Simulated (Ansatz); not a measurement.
# CHAlO (triplet): wB97M-V, B2PLYP over vertical spin and charge gaps, def2-QZVPP

Aim: run CHAlO (triplet) with these functionals over vertical spin and charge gaps, and hold them against the top wave-function level at the same points.

Computed with Ansatz 0.2.0, Gaussian basis. Level: def2-QZVPP, all electrons in the functionals, frozen cores in the correlation of double hybrids and RPA.

Plan: wB97M-V, B2PLYP, at charge 0, triplet; charge 0, singlet; charge 0, quintet; charge 1, doublet; charge 1, quartet.

2 further runs of the same task are left out: 2 set aside as unsound or not needed.

## (1) The geometry

The geometry is a PBE0/def2-TZVP stationary point (not a proven minimum).

4 atoms, charge 0, spin multiplicity 3.

Atoms are counted from 1 here; the program's logs count them from 0.

Bond lengths: C1–Al2 1.857 Å, C1–H4 1.080 Å, Al2–O3 1.597 Å. Angles: Al2–C1–H4 180.0°, C1–Al2–O3 180.0°.

No dispersion term is added; wB97M-V holds VV10 nonlocal correlation.

The geometry shown and the zero of energy belong to the point charge 0, triplet. The yardstick, UCCSD(T), and other wave-function levels (R restricted, U unrestricted, valence and pair active spaces) come from earlier runs.

## (2) wB97M-V, charge 0, triplet

Input file in.yaml:

```yaml
crystal:
  periodic: [false, false, false]
  atoms:
    - {symbol: C, position_ang: [0.000000, 0.000000, 1.057693]}
    - {symbol: Al, position_ang: [0.000000, 0.000000, -0.799174]}
    - {symbol: O, position_ang: [0.000000, 0.000000, -2.396024]}
    - {symbol: H, position_ang: [0.000000, 0.000000, 2.137505]}
basis:
  gaussian: {orbitals: "def2-QZVPP.json"}
magnetization: {spin_polarized: true, initial_magnetization: 2}
hamiltonian: {xc: {name: wB97M-V}}
output: {orbitals: {seedname: orbitals}}
```

Run with:

```sh
$ ansatz run in.yaml --threads 1 --pin off --events-out ev --progress --plain --max-ram 2393MiB
```

The program printed (excerpt; [...] marks lines left out):

```text
Functional definition: wB97M-V
  name "wB97M-V"
  cite "Mardirossian & Head-Gordon, J. Chem. Phys. 144, 214110 (2016) doi:10.1063/1.4952647"
  cite "Becke, J. Chem. Phys. 107, 8554 (1997) doi:10.1063/1.475007"
  cite "Vydrov & Van Voorhis, J. Chem. Phys. 133, 244103 (2010) doi:10.1063/1.3521275"
  # Of w^i u^j: cxij and so on, Table III.
[...]
  gx(w, u) = 1 - cx + cx01*u + cx10*w
  gss(w, u) = css00 + css04*u^4 + css10*w + css20*w^2 + css43*w^4*u^3
  gos(w, u) = cos00 + cos10*w + (cos20 + cos21*u)*w^2 + (cos60 + cos61*u)*w^6
[...]
      + integral(e_c_pw_mod_opposite_spin*gos(b97_w_opposite, b97_u_opposite)) + vv10(b, c)
769 factors; their error is unknown
194 factors; integrals over basis functions are off by at most 2.6e-5 eV
[...]
mean field -9693.80454254 eV, -356.2407462418 hartree, gradient 3.9e-5 eV, S^2 2.008627; 0 other end points of the search recorded, 0 dependent functions left out
reference -9693.80459728 eV, -356.2407482531 hartree; 15, 13 occupied and 199, 201 virtual orbitals, 769 factors
Total energy: -9693.80459728 eV, -356.2407482531 hartree
```

Run time: 17 s. Hardware: 1 thread of Arm Neoverse V2, shared host; peak memory 0.56 GiB.

From the report: ⟨S²⟩ of the determinant 2.009 (pure triplet: 2.00).

## (3) wB97M-V, charge 0, singlet

Changes to in.yaml since step 2:

```diff
@@ -9,3 +9,3 @@
   gaussian: {orbitals: "def2-QZVPP.json"}
-magnetization: {spin_polarized: true, initial_magnetization: 2}
+magnetization: {spin_polarized: true, initial_magnetization: 0}
 hamiltonian: {xc: {name: wB97M-V}}
```

The command is unchanged.

The program printed (excerpt; [...] marks lines left out):

```text
Functional definition: wB97M-V
  name "wB97M-V"
  cite "Mardirossian & Head-Gordon, J. Chem. Phys. 144, 214110 (2016) doi:10.1063/1.4952647"
  cite "Becke, J. Chem. Phys. 107, 8554 (1997) doi:10.1063/1.475007"
  cite "Vydrov & Van Voorhis, J. Chem. Phys. 133, 244103 (2010) doi:10.1063/1.3521275"
  # Of w^i u^j: cxij and so on, Table III.
[...]
  gx(w, u) = 1 - cx + cx01*u + cx10*w
  gss(w, u) = css00 + css04*u^4 + css10*w + css20*w^2 + css43*w^4*u^3
  gos(w, u) = cos00 + cos10*w + (cos20 + cos21*u)*w^2 + (cos60 + cos61*u)*w^6
[...]
      + integral(e_c_pw_mod_opposite_spin*gos(b97_w_opposite, b97_u_opposite)) + vv10(b, c)
769 factors; their error is unknown
194 factors; integrals over basis functions are off by at most 2.6e-5 eV
[...]
mean field -9693.20249054 eV, -356.2186212386 hartree, gradient 1.4e-5 eV, S^2 1.003654; 4 other end points of the search recorded, 0 dependent functions left out
reference -9693.20254488 eV, -356.2186232358 hartree; 14, 14 occupied and 200, 200 virtual orbitals, 769 factors
Total energy: -9693.20254488 eV, -356.2186232358 hartree
```

It took 39 s on 1 thread of Arm Neoverse V2, shared host; peak memory 0.61 GiB.

From the report: ⟨S²⟩ of the determinant 1.004 (pure singlet: 0.00). The determinant is far from a pure spin state, so its energy mixes those of several spin states (harmless only where they are near-degenerate, as at dissociation).

From charge 0, triplet: +58.1 kJ/mol.

## (4) wB97M-V, charge 0, quintet

Changes to in.yaml since step 3:

```diff
@@ -9,3 +9,3 @@
   gaussian: {orbitals: "def2-QZVPP.json"}
-magnetization: {spin_polarized: true, initial_magnetization: 0}
+magnetization: {spin_polarized: true, initial_magnetization: 4}
 hamiltonian: {xc: {name: wB97M-V}}
```

Launched as before.

The program printed (excerpt; [...] marks lines left out):

```text
Functional definition: wB97M-V
  name "wB97M-V"
  cite "Mardirossian & Head-Gordon, J. Chem. Phys. 144, 214110 (2016) doi:10.1063/1.4952647"
  cite "Becke, J. Chem. Phys. 107, 8554 (1997) doi:10.1063/1.475007"
  cite "Vydrov & Van Voorhis, J. Chem. Phys. 133, 244103 (2010) doi:10.1063/1.3521275"
  # Of w^i u^j: cxij and so on, Table III.
[...]
  gx(w, u) = 1 - cx + cx01*u + cx10*w
  gss(w, u) = css00 + css04*u^4 + css10*w + css20*w^2 + css43*w^4*u^3
  gos(w, u) = cos00 + cos10*w + (cos20 + cos21*u)*w^2 + (cos60 + cos61*u)*w^6
[...]
      + integral(e_c_pw_mod_opposite_spin*gos(b97_w_opposite, b97_u_opposite)) + vv10(b, c)
769 factors; their error is unknown
194 factors; integrals over basis functions are off by at most 2.6e-5 eV
[...]
mean field -9690.47337005 eV, -356.1183279106 hartree, gradient 3.5e-5 eV, S^2 6.006507; 1 other end points of the search recorded, 0 dependent functions left out
reference -9690.47341364 eV, -356.1183295125 hartree; 16, 12 occupied and 198, 202 virtual orbitals, 769 factors
Total energy: -9690.47341364 eV, -356.1183295125 hartree
```

Run time: 38 s. Hardware: 1 thread of Arm Neoverse V2, shared host; peak memory 0.71 GiB.

From the report: ⟨S²⟩ of the determinant 6.007 (pure quintet: 6.00).

From charge 0, triplet: +321.4 kJ/mol.

## (5) wB97M-V, charge 1, doublet

Changes to in.yaml since step 4:

```diff
@@ -9,3 +9,4 @@
   gaussian: {orbitals: "def2-QZVPP.json"}
-magnetization: {spin_polarized: true, initial_magnetization: 4}
+total_charge: 1
+magnetization: {spin_polarized: true, initial_magnetization: 1}
 hamiltonian: {xc: {name: wB97M-V}}
```

Launched as before.

The program printed (excerpt; [...] marks lines left out):

```text
Functional definition: wB97M-V
  name "wB97M-V"
  cite "Mardirossian & Head-Gordon, J. Chem. Phys. 144, 214110 (2016) doi:10.1063/1.4952647"
  cite "Becke, J. Chem. Phys. 107, 8554 (1997) doi:10.1063/1.475007"
  cite "Vydrov & Van Voorhis, J. Chem. Phys. 133, 244103 (2010) doi:10.1063/1.3521275"
  # Of w^i u^j: cxij and so on, Table III.
[...]
  gx(w, u) = 1 - cx + cx01*u + cx10*w
  gss(w, u) = css00 + css04*u^4 + css10*w + css20*w^2 + css43*w^4*u^3
  gos(w, u) = cos00 + cos10*w + (cos20 + cos21*u)*w^2 + (cos60 + cos61*u)*w^6
[...]
      + integral(e_c_pw_mod_opposite_spin*gos(b97_w_opposite, b97_u_opposite)) + vv10(b, c)
769 factors; their error is unknown
194 factors; integrals over basis functions are off by at most 2.6e-5 eV
[...]
mean field -9684.16726382 eV, -355.8865827809 hartree, gradient 2.7e-5 eV, S^2 1.730425; 8 other end points of the search recorded, 0 dependent functions left out
reference -9684.16730695 eV, -355.8865843659 hartree; 14, 13 occupied and 200, 201 virtual orbitals, 769 factors
Total energy: -9684.16730695 eV, -355.8865843659 hartree
```

Wall time 1.7 min (1 thread of Arm Neoverse V2, shared host); peak memory 0.76 GiB.

From the report: ⟨S²⟩ of the determinant 1.730 (pure doublet: 0.75). The determinant is far from a pure spin state, so its energy mixes those of several spin states (harmless only where they are near-degenerate, as at dissociation).

From charge 0, triplet: +929.9 kJ/mol.

## (6) wB97M-V, charge 1, quartet

Changes to in.yaml since step 5:

```diff
@@ -10,3 +10,3 @@
 total_charge: 1
-magnetization: {spin_polarized: true, initial_magnetization: 1}
+magnetization: {spin_polarized: true, initial_magnetization: 3}
 hamiltonian: {xc: {name: wB97M-V}}
```

Launched as before.

The program printed (excerpt; [...] marks lines left out):

```text
Functional definition: wB97M-V
  name "wB97M-V"
  cite "Mardirossian & Head-Gordon, J. Chem. Phys. 144, 214110 (2016) doi:10.1063/1.4952647"
  cite "Becke, J. Chem. Phys. 107, 8554 (1997) doi:10.1063/1.475007"
  cite "Vydrov & Van Voorhis, J. Chem. Phys. 133, 244103 (2010) doi:10.1063/1.3521275"
  # Of w^i u^j: cxij and so on, Table III.
[...]
  gx(w, u) = 1 - cx + cx01*u + cx10*w
  gss(w, u) = css00 + css04*u^4 + css10*w + css20*w^2 + css43*w^4*u^3
  gos(w, u) = cos00 + cos10*w + (cos20 + cos21*u)*w^2 + (cos60 + cos61*u)*w^6
[...]
      + integral(e_c_pw_mod_opposite_spin*gos(b97_w_opposite, b97_u_opposite)) + vv10(b, c)
769 factors; their error is unknown
194 factors; integrals over basis functions are off by at most 2.6e-5 eV
[...]
mean field -9684.11262857 eV, -355.8845749725 hartree, gradient 3.2e-5 eV, S^2 3.759648; 4 other end points of the search recorded, 0 dependent functions left out
reference -9684.11267163 eV, -355.8845765552 hartree; 15, 12 occupied and 199, 202 virtual orbitals, 769 factors
Total energy: -9684.11267163 eV, -355.8845765552 hartree
```

It took 66 s on 1 thread of Arm Neoverse V2, shared host; peak memory 0.74 GiB.

From the report: ⟨S²⟩ of the determinant 3.760 (pure quartet: 3.75).

From charge 0, triplet: +935.1 kJ/mol.

## (7) B2PLYP, charge 0, triplet

Changes to in.yaml since step 6:

```diff
@@ -9,5 +9,4 @@
   gaussian: {orbitals: "def2-QZVPP.json"}
-total_charge: 1
-magnetization: {spin_polarized: true, initial_magnetization: 3}
-hamiltonian: {xc: {name: wB97M-V}}
-output: {orbitals: {seedname: orbitals}}
+magnetization: {spin_polarized: true, initial_magnetization: 2}
+hamiltonian: {xc: {name: B2PLYP}}
+correlation: {electrons: outside_noble_gas}
```

Launched as before.

The program printed (excerpt; [...] marks lines left out):

```text
Functional definition: B2PLYP
  name "B2PLYP"
  cite "Grimme, J. Chem. Phys. 124, 034108 (2006) doi:10.1063/1.2148954"
  cite "Becke, Phys. Rev. A 38, 3098 (1988) doi:10.1103/PhysRevA.38.3098"
  cite "Lee, Yang & Parr, Phys. Rev. B 37, 785 (1988) doi:10.1103/PhysRevB.37.785"
[...]
1294 factors; integrals over basis functions are off by at most 1.3e-3 eV
[...]
mean field -9686.07861800 eV, -355.9568237516 hartree, gradient 7.8e-6 eV, S^2 2.014147; 0 other end points of the search recorded, 0 dependent functions left out
7 core orbitals not correlated: weight in the atoms' cores, before any rotation towards them, 1.000 or more for the frozen orbitals, at most 0.000 for the correlated occupied ones
reference -9686.07876347 eV, -355.9568290977 hartree; 8, 6 occupied and 199, 201 virtual orbitals, 1294 factors
second order -15.45571728 eV of doubles, -0.00000000 eV of singles
Total energy: -9690.25180714 eV, -356.1101856238 hartree
```

It took 14 s on 1 thread of Arm Neoverse V2, shared host; peak memory 0.63 GiB.

From the report: ⟨S²⟩ of the determinant 2.014 (pure triplet: 2.00).

## (8) B2PLYP, charge 0, singlet

Changes to in.yaml since step 7:

```diff
@@ -9,3 +9,3 @@
   gaussian: {orbitals: "def2-QZVPP.json"}
-magnetization: {spin_polarized: true, initial_magnetization: 2}
+magnetization: {spin_polarized: true, initial_magnetization: 0}
 hamiltonian: {xc: {name: B2PLYP}}
```

Same command.

The program printed (excerpt; [...] marks lines left out):

```text
Functional definition: B2PLYP
  name "B2PLYP"
  cite "Grimme, J. Chem. Phys. 124, 034108 (2006) doi:10.1063/1.2148954"
  cite "Becke, Phys. Rev. A 38, 3098 (1988) doi:10.1103/PhysRevA.38.3098"
  cite "Lee, Yang & Parr, Phys. Rev. B 37, 785 (1988) doi:10.1103/PhysRevB.37.785"
[...]
1294 factors; integrals over basis functions are off by at most 1.3e-3 eV
[...]
mean field -9685.65583541 eV, -355.9412867781 hartree, gradient 1.8e-6 eV, S^2 1.008812; 3 other end points of the search recorded, 0 dependent functions left out
7 core orbitals not correlated: weight in the atoms' cores, before any rotation towards them, 1.000 or more for the frozen orbitals, at most 0.000 for the correlated occupied ones
reference -9685.65598077 eV, -355.9412921198 hartree; 7, 7 occupied and 200, 200 virtual orbitals, 1294 factors
second order -15.54115376 eV of doubles, -0.00000000 eV of singles
Total energy: -9689.85209228 eV, -356.0954963737 hartree
```

Run time: 25 s. Hardware: 1 thread of Arm Neoverse V2, shared host; peak memory 0.64 GiB.

From the report: ⟨S²⟩ of the determinant 1.009 (pure singlet: 0.00). The determinant is far from a pure spin state, so its energy mixes those of several spin states (harmless only where they are near-degenerate, as at dissociation).

From charge 0, triplet: +38.6 kJ/mol.

## (9) B2PLYP, charge 0, quintet

Changes to in.yaml since step 8:

```diff
@@ -9,3 +9,3 @@
   gaussian: {orbitals: "def2-QZVPP.json"}
-magnetization: {spin_polarized: true, initial_magnetization: 0}
+magnetization: {spin_polarized: true, initial_magnetization: 4}
 hamiltonian: {xc: {name: B2PLYP}}
```

Launched as before.

The program printed (excerpt; [...] marks lines left out):

```text
Functional definition: B2PLYP
  name "B2PLYP"
  cite "Grimme, J. Chem. Phys. 124, 034108 (2006) doi:10.1063/1.2148954"
  cite "Becke, Phys. Rev. A 38, 3098 (1988) doi:10.1103/PhysRevA.38.3098"
  cite "Lee, Yang & Parr, Phys. Rev. B 37, 785 (1988) doi:10.1103/PhysRevB.37.785"
[...]
1294 factors; integrals over basis functions are off by at most 1.3e-3 eV
[...]
mean field -9683.36243905 eV, -355.8570060163 hartree, gradient 2.7e-6 eV, S^2 6.011354; 2 other end points of the search recorded, 0 dependent functions left out
7 core orbitals not correlated: weight in the atoms' cores, before any rotation towards them, 1.000 or more for the frozen orbitals, at most 0.000 for the correlated occupied ones
reference -9683.36257951 eV, -355.8570111781 hartree; 9, 5 occupied and 198, 202 virtual orbitals, 1294 factors
second order -12.33293106 eV of doubles, -0.00000000 eV of singles
Total energy: -9686.69247090 eV, -355.9793824295 hartree
```

Wall time 13 s (1 thread of Arm Neoverse V2, shared host); peak memory 0.5 GiB.

From the report: ⟨S²⟩ of the determinant 6.011 (pure quintet: 6.00).

From charge 0, triplet: +343.4 kJ/mol.

## (10) B2PLYP, charge 1, doublet

Changes to in.yaml since step 9:

```diff
@@ -9,3 +9,4 @@
   gaussian: {orbitals: "def2-QZVPP.json"}
-magnetization: {spin_polarized: true, initial_magnetization: 4}
+total_charge: 1
+magnetization: {spin_polarized: true, initial_magnetization: 1}
 hamiltonian: {xc: {name: B2PLYP}}
```

Same command.

The program printed (excerpt; [...] marks lines left out):

```text
Functional definition: B2PLYP
  name "B2PLYP"
  cite "Grimme, J. Chem. Phys. 124, 034108 (2006) doi:10.1063/1.2148954"
  cite "Becke, Phys. Rev. A 38, 3098 (1988) doi:10.1103/PhysRevA.38.3098"
  cite "Lee, Yang & Parr, Phys. Rev. B 37, 785 (1988) doi:10.1103/PhysRevB.37.785"
[...]
1294 factors; integrals over basis functions are off by at most 1.3e-3 eV
[...]
mean field -9677.19621010 eV, -355.6304012819 hartree, gradient 4.2e-6 eV, S^2 1.751422; 9 other end points of the search recorded, 0 dependent functions left out
7 core orbitals not correlated: weight in the atoms' cores, before any rotation towards them, 1.000 or more for the frozen orbitals, at most 0.000 for the correlated occupied ones
reference -9677.19634390 eV, -355.6304061992 hartree; 7, 6 occupied and 200, 201 virtual orbitals, 1294 factors
second order -11.78527886 eV of doubles, -0.00000000 eV of singles
Total energy: -9680.37836920 eV, -355.7473434718 hartree
```

Run time: 52 s. Hardware: 1 thread of Arm Neoverse V2, shared host; peak memory 0.66 GiB.

From the report: ⟨S²⟩ of the determinant 1.751 (pure doublet: 0.75). The determinant is far from a pure spin state, so its energy mixes those of several spin states (harmless only where they are near-degenerate, as at dissociation).

From charge 0, triplet: +952.6 kJ/mol.

## (11) B2PLYP, charge 1, quartet

Changes to in.yaml since step 10:

```diff
@@ -10,3 +10,3 @@
 total_charge: 1
-magnetization: {spin_polarized: true, initial_magnetization: 1}
+magnetization: {spin_polarized: true, initial_magnetization: 3}
 hamiltonian: {xc: {name: B2PLYP}}
```

Same command.

The program printed (excerpt; [...] marks lines left out):

```text
Functional definition: B2PLYP
  name "B2PLYP"
  cite "Grimme, J. Chem. Phys. 124, 034108 (2006) doi:10.1063/1.2148954"
  cite "Becke, Phys. Rev. A 38, 3098 (1988) doi:10.1103/PhysRevA.38.3098"
  cite "Lee, Yang & Parr, Phys. Rev. B 37, 785 (1988) doi:10.1103/PhysRevB.37.785"
[...]
1294 factors; integrals over basis functions are off by at most 1.3e-3 eV
[...]
mean field -9677.16119285 eV, -355.6291144216 hartree, gradient 3.4e-6 eV, S^2 3.764908; 4 other end points of the search recorded, 0 dependent functions left out
7 core orbitals not correlated: weight in the atoms' cores, before any rotation towards them, 1.000 or more for the frozen orbitals, at most 0.000 for the correlated occupied ones
reference -9677.16132659 eV, -355.6291193365 hartree; 8, 5 occupied and 199, 202 virtual orbitals, 1294 factors
second order -11.71376601 eV of doubles, -0.00000000 eV of singles
Total energy: -9680.32404341 eV, -355.7453470359 hartree
```

Run time: 24 s. Hardware: 1 thread of Arm Neoverse V2, shared host; peak memory 0.61 GiB.

From the report: ⟨S²⟩ of the determinant 3.765 (pure quartet: 3.75).

From charge 0, triplet: +957.9 kJ/mol.

## (12) The comparison

No level is safe as a reference over these points; UCCSD(T) serves as a yardstick only. It comes from earlier runs at the same points. Energies in kJ/mol, counted from charge 0, triplet; blanks weren't run or aren't comparable.

```csv
level,triplet to singlet,triplet to quintet,ionisation to the doublet cation,ionisation to the quartet cation
UCCSD(T),,337.5,948.9,952.9
wB97M-V,58.1,321.4,929.9,935.1
B2PLYP,38.6,343.4,952.6,957.9
```

Largest miss and mean time a point (UCCSD(T) took 2.1 min a point; shared hosts):

```csv
level,largest miss (kJ/mol),where,time a point
wB97M-V,-19.1,ionisation to the doublet cation,52 s
B2PLYP,+5.9,triplet to quintet,26 s
```

## (13) Outcome

```
                                  quantity                                            value
              triplet to quintet, UCCSD(T)                                     337.5 kJ/mol
ionisation to the doublet cation, UCCSD(T)                                     948.9 kJ/mol
ionisation to the quartet cation, UCCSD(T)                                     952.9 kJ/mol
                     largest miss, wB97M-V  -19.1 kJ/mol (ionisation to the doublet cation)
                      largest miss, B2PLYP                 +5.9 kJ/mol (triplet to quintet)
```

In words: Misses are known at 3 of 4 points at best, and only functionals with that many are ranked. Of the functionals, B2PLYP keep the smallest largest miss at the points compared (at most 5.9 kJ/mol) and wB97M-V strays most (19.1 kJ/mol, at ionisation to the doublet cation). wB97M-V, B2PLYP clearly break the spin symmetry at some points (⟨S²⟩ up to 1.01 above the pure value), so energy there is bought with a mixed spin. Functionals and the yardstick converge differently with the basis, so part of each miss in def2-QZVPP is the basis. The yardstick itself may be off where one determinant is a poor start.
